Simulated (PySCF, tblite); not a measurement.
**C₃H₂O+ (doublet): geometry, infrared bands and EPR parameters**

Aim: predict the infrared bands and EPR parameters of C₃H₂O+ (doublet) (`[CH2+][C]=C=O`).

Programs: tblite 0.8.0 and PySCF 2.14.0, with density-fitted response routines of our own. Each step states its level of theory. These are calculated values for one molecule in the gas phase, unless marked as measured. Atoms are numbered from 0 throughout.

### Step 1. Starting geometry

6 atoms, charge 1, multiplicity 2; geometry from: force field or distance geometry start.

Bonds of the start (Å): C0–C1 1.41, C1–C2 1.21, C2–O3 1.17, C0–H4 1.09, C0–H5 1.09.

### Step 2. Relaxing the molecule with GFN2-xTB

The job: settings as JSON, then the geometry in Å.

```
{"job": {"kind": "relax", "xc": "GFN2-xTB", "basis": "xTB"}, "charge": 1, "multiplicity": 2}
C     -1.103300     0.083100     0.269100
C      0.286000    -0.018200     0.079900
C      1.488200    -0.118500    -0.059800
O      2.641000    -0.197400    -0.221200
H     -1.644000     0.955500    -0.087600
H     -1.664700    -0.702400     0.771000
```

Command:

```bash
> OMP_NUM_THREADS=1 python probes_run.py task.json out
```

The driver reads the jobs from task.json and runs them one after another.

Log:

```text
step      E/eV     max force
  0    -295.75865   12.562
  1    -293.32939   32.176
  2    -296.09216    6.771
  3    -295.92965    9.142
  4    -296.46248    1.932
  5    -296.50054    1.154
  6    -296.51149    0.273
  7    -296.51419    0.162
  8    -296.51478    0.087
  9    -296.51486    0.028
 10    -296.51492    0.040
 11    -296.51499    0.041
 12    -296.51501    0.023
 13    -296.51502    0.006
```

Run time: 0.11 s. Hardware: 1 thread of Intel Xeon at 2.50GHz, shared host.

Relaxation path: (the energy doesn't fall at every step)

```
step  energy from step 0 (eV)  largest force (eV/Å)
   0                   0.0000               12.5624
   1                   2.4293               32.1760
   2                  -0.3335                6.7714
   3                  -0.1710                9.1424
   4                  -0.7038                1.9323
   5                  -0.7419                1.1537
   6                  -0.7528                0.2734
   7                  -0.7555                0.1623
   8                  -0.7561                0.0866
   9                  -0.7562                0.0284
  10                  -0.7563                0.0397
  11                  -0.7563                0.0411
  12                  -0.7564                0.0230
  13                  -0.7564                0.0065
```

Distances of close pairs at the start and the end, largest changes first:

```
 bond  before (Å)  after (Å)  change (Å)
C0–C1       1.406      1.283      -0.123
C1–C2       1.214      1.315      +0.100
C2–O3       1.167      1.131      -0.036
C0–H4       1.087      1.095      +0.009
C0–H5       1.088      1.095      +0.007
```

The next job starts from the end point, and lists it.

### Step 3. Harmonic vibrations with GFN2-xTB

The job: settings as JSON, then the geometry in Å.

```
{"job": {"kind": "ir", "xc": "GFN2-xTB", "basis": "xTB"}, "charge": 1, "multiplicity": 2}
C     -1.052646     0.080669     0.262023
C      0.215888    -0.017279     0.096802
C      1.516127    -0.115351    -0.072547
O      2.634759    -0.200195    -0.216329
H     -1.647950     0.935095    -0.077310
H     -1.663056    -0.680949     0.758797
```

Log:

```text
mode    cm-1     km/mol
  1     210.0      6.37
  2     227.5      1.45
  3     432.4     20.71
  4     574.7     13.55
  5     784.2     37.17
  6     883.7     99.61
  7     931.5      4.28
  8    1198.7    156.59
  9    1878.3     19.93
 10    2319.9    724.52
 11    2862.8    168.74
 12    2904.1    183.81
```

Run time: 0.2 s. Hardware: 1 thread of Intel Xeon at 2.50GHz, shared host.

The strongest bands and the atoms that carry them (share of the mass-weighted mode):

```
cm⁻¹  km/mol                               atoms
 432    20.7           C2 70 %, C1 15 %, O3 14 %
 784    37.2  H5 35 %, H4 35 %, C0 21 %, C1 10 %
 884    99.6           H5 38 %, H4 38 %, C0 23 %
1199   156.6           H5 42 %, H4 42 %, C0 12 %
1878    19.9           C1 56 %, C0 26 %, O3 12 %
2320   724.5           C2 63 %, O3 23 %, C1 13 %
2863   168.7                    H4 46 %, H5 45 %
2904   183.8                    H5 48 %, H4 46 %
```

### Step 4. EPR parameters: B3LYP/pcH-1

Same as in step 3 but for these lines:

```diff
@@ -1,2 +1,2 @@
-{"job": {"kind": "ir", "xc": "GFN2-xTB", "basis": "xTB"}, "charge": 1, "multiplicity": 2}
+{"job": {"kind": "epr", "basis": "pcH-1"}, "charge": 1, "multiplicity": 2}
 C     -1.052646     0.080669     0.262023
```

With the program's defaults for keys left out, this is: UKS B3LYP, pcH-1 on C H O, non-relativistic, mean-field spin-orbit, GIAO.

Log:

```text
UKS, coarse grid
  cycle   1  E = -190.23540479  |g| = 4.90e-01
  cycle   2  E = -189.60477308  |g| = 1.37e+00
  cycle   3  E = -190.33075481  |g| = 1.14e-01
  cycle   4  E = -190.33409586  |g| = 8.69e-02
  cycle   5  E = -190.33809274  |g| = 2.31e-02
  cycle   6  E = -190.33835772  |g| = 7.12e-03
  cycle   7  E = -190.33840886  |g| = 2.86e-03
  cycle   8  E = -190.33842650  |g| = 1.21e-03
  cycle   9  E = -190.33843079  |g| = 4.34e-04
UKS, final grid
  cycle   1  E = -190.33842056  |g| = 3.50e-04
  cycle   2  E = -190.33842068  |g| = 6.36e-04
  cycle   3  E = -190.33842086  |g| = 1.69e-04
  cycle   4  E = -190.33842096  |g| = 1.22e-04
  cycle   5  E = -190.33842100  |g| = 7.40e-05
  cycle   6  E = -190.33842100  |g| = 1.29e-05
internal stability: stable
E = -190.33842100 Eh   <S^2> = 0.7598 (exact 0.7500)
g shifts (ppm)      1          2          3
  rmc          -196       -196       -196
  gc             44          1         32
  oz_so        -835        165       1946
  total        -987        -31       1782
hyperfine (MHz)  atom isotope    a_iso     a_fc   dipolar eigenvalues
    0   13C     -52.88     -52.88    -14.86      6.35      8.52
    1   13C      48.42      48.42    -61.54    -50.21    111.74
    2   13C     -56.08     -56.08    -14.93      3.95     10.98
    3   17O     -20.05     -20.05    -88.09     37.64     50.46
    4    1H     168.01     168.01     -4.84     -2.83      7.67
    5    1H     167.97     167.97     -4.85     -2.84      7.69
```

Run time: 40 s. Hardware: 1 thread of Intel Xeon at 2.50GHz, shared host; peak memory 0.38 GiB.

Principal g values 2.00133, 2.00229, 2.00410; g(iso) = 2.00257, against 2.00232 for a free electron.

Mean a(iso) over the nuclei that a row names, and the largest dipolar term of the row (other rows stand at the frozen geometry):

```
nuclei  isotope  a(iso) (MHz)  a(iso) (G, at g = 2.0023)  largest dipolar term (MHz)
H4, H5       1H         168.0                       59.9                         7.7
    C2      13C         -56.1                      -20.0                       -14.9
    C0      13C         -52.9                      -18.9                       -14.9
    C1      13C          48.4                       17.3                       111.7
    O3      17O         -20.0                       -7.2                       -88.1
```

Mulliken spin populations:

```
atom  value (e)
  C0      -0.12
  C1       0.70
  C2       0.01
  O3       0.29
  H4       0.06
  H5       0.06
```

In first order the couplings over 0.8 MHz of 1H give 3 distinct lines over 119.9 G, if the averaged nuclei exchange fast.

Orbitals, density, ELF and potential are computed afterwards from the orbital file.

ELF in a plane through or near 6 of the atoms.

Values, 10 rows by 14 columns:
```
0.00 0.00 0.00 0.00 0.00 0.00 0.00 0.00 0.00 0.00 0.00 0.00 0.00 0.00
0.00 0.00 0.00 0.00 0.00 0.00 0.00 0.00 0.00 0.00 0.00 0.00 0.00 0.00
0.00 0.00 0.00 0.00 0.00 0.03 0.05 0.01 0.10 0.67 0.09 0.00 0.00 0.00
0.00 0.00 0.09 0.28 0.13 0.27 0.36 0.13 0.83 1.00 0.97 0.00 0.00 0.00
0.00 0.01 0.56 0.84 0.73 0.69 0.75 0.68 0.81 0.99 0.85 0.00 0.00 0.00
0.00 0.02 0.76 0.58 0.81 0.35 0.29 0.44 0.51 0.75 0.15 0.00 0.00 0.00
0.00 0.00 0.44 0.78 0.58 0.66 0.71 0.55 0.87 1.00 0.95 0.00 0.00 0.00
0.00 0.00 0.04 0.15 0.07 0.16 0.25 0.07 0.72 0.99 0.92 0.00 0.00 0.00
0.00 0.00 0.00 0.00 0.00 0.01 0.02 0.00 0.03 0.24 0.01 0.00 0.00 0.00
0.00 0.00 0.00 0.00 0.00 0.00 0.00 0.00 0.00 0.00 0.00 0.00 0.00 0.00
```
The map spans 10.5 Å across and 7.0 Å up, centred on the molecule. Atoms in the plane (x, y in Å): C0 (1.1, 0.0), C1 (-0.2, 0.0), C2 (-1.5, 0.0), O3 (-2.7, 0.0), H4 (1.7, -0.9), H5 (1.7, 0.9).

log10 of the density (e/Å³) in the same plane.

Ten even steps from ' ' (-4.0) to '@' (1.5):
```
                                                        
                                                        
                                                        
                ................::::::....              
          ....::::::::::::::::::--------::..            
      ..::--------------------====++++==--::            
      ::--======================++****++==::..          
    ..--==++**********************####**==--..          
    ::--++**##########****##****######**++--..          
  ..::==**##%%%%%%%%%%####@@####@@%%##++==--..          
  ..::==**##@@@@%%%%%%####@@%%##@@%%##++==--..          
    ::==++**##########################**++--..          
    ..--==++********************######**++--..          
      ::--====++++++++++++++++++******++==--..          
      ..::----==================++++++====::..          
        ....::::::::::--------------==--::..            
            ........::::::::::::::::::::..              
                                ......                  
                                                        
                                                        
```
The map spans 10.5 Å across and 7.0 Å up, centred on the molecule. Atoms in the plane (x, y in Å): C0 (1.1, 0.0), C1 (-0.2, 0.0), C2 (-1.5, 0.0), O3 (-2.7, 0.0), H4 (1.7, -0.9), H5 (1.7, 0.9).

On the surface of density 0.002 e/bohr³ the electrostatic potential runs, from the 1st to the 99th percentile, from 3.96 V near O3 to 7.02 V near C2.

The spin density lies nearest to C1 48 %; O3 23 %; C2 13 %.

### Step 5. Results

```
                                 quantity                    value
strongest single infrared mode (GFN2-xTB)    2320 cm⁻¹, 725 km/mol
             zero-point energy (GFN2-xTB)            21.7 kcal/mol
                           g(iso) (B3LYP)                  2.00257
                                     ⟨S²⟩       0.760 (exact 0.75)
       largest a(iso) (averaged by class)  1H on H4, H5, 168.0 MHz
```

What this shows: Over 13 steps the energy fell by 0.756 eV; of the close pairs, C0–C1 changed most, 1.406 to 1.283 Å. No mode is imaginary among the 12: a minimum at this level. The strongest single mode, at 2320 cm⁻¹, moves mainly C2. GFN2-xTB is a fitted tight-binding method: band positions and strengths are rough. Its intensities can rank the bands wrongly. C1 carries the largest spin population, 0.70 e. The isotropic g lies 0.3 ppt above the free-electron value.
